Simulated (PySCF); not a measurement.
Peak assignment

Geometry (Å), atoms numbered from 1 in this order:
```xyz
11

C     2.141   -0.362    0.237
C     0.853   -0.211    0.537
F     0.420   -0.194    1.801
C    -0.229   -0.049   -0.487
C    -1.629    0.098    0.038
O     0.046   -0.044   -1.664
H     2.423   -0.358   -0.816
H     2.896   -0.482    1.014
H    -2.317    0.246   -0.803
H    -1.916   -0.800    0.607
H    -1.692    0.944    0.739
```

Computed data (PySCF 2.14): geometry: PBE0-D3(BJ)/def2-SVP, B3LYP/pcJ-1 coupling constants (spin–dipole term only in couplings to heteroatoms), shielding tensors at PBE0/pcSseg-1 (GIAO). One averaged value for each set of equivalent atoms, in vacuum, one computed conformer, relativity neglected.

Chemical shifts δ = σref − σ; TMS for $^{13}$C, $^{1}$H, all at this level.

**Question.** Assign these signals to the numbered atoms. $^{13}$C{$^{1}$H} NMR (computed): δ 195.8 (C, d, J = 36.2 Hz), 168.2 (C, d, J = 347.1 Hz), 105.1 (CH2, d, J = 15.5 Hz), 28.0 (CH3, d, J = 3.2 Hz).

**Answer.** 
| δ (ppm) | atoms | environment | reason |
| --- | --- | --- | --- |
| 195.8 | C4 | ketone carbonyl carbon | the double bond to the heteroatom, with no lone-pair donor beside it, deshields it most |
| 168.2 | C2 | α carbon of a C=C–C=O unit | – |
| 105.1 | C1 | β carbon of a C=C–C=O unit | – |
| 28.0 | C5 | methyl carbon α to a carbonyl | α to the electron-withdrawing carbonyl group |

**Question.** Assign these signals to the numbered atoms. $^{1}$H NMR (400 MHz, computed): δ 5.92 (dd, J = 40.7, 1.6 Hz, 1H), 5.16 (dd, J = 10.2, 1.6 Hz, 1H), 2.26 (d, J = 6.5 Hz, 3H).

**Answer.** 
| δ (ppm) | atoms | environment | reason |
| --- | --- | --- | --- |
| 5.92 | H7 | hydrogen on a β carbon of a C=C–C=O unit | a vinylic proton, deshielded by the sp2 carbon and the C=C anisotropy |
| 5.16 | H8 | hydrogen on a β carbon of a C=C–C=O unit | – |
| 2.26 | H9/H10/H11 | hydrogen on a methyl carbon α to a carbonyl | α to C=O |

Common functionals overestimate the size of one-bond C–F couplings by tens of Hz; these are unscaled. Splittings below 1 Hz are ignored in the labels, and close J values are merged. Shifts are as computed. Against solution values, carbons near 30 ppm lie about +2 ppm off and those near 130 ppm about +5 ppm. Of 1211 compounds with measured shifts, 218 miss one by over three times the rms of a fit or turn the order of signals round; such compounds aren't used in these exercises.
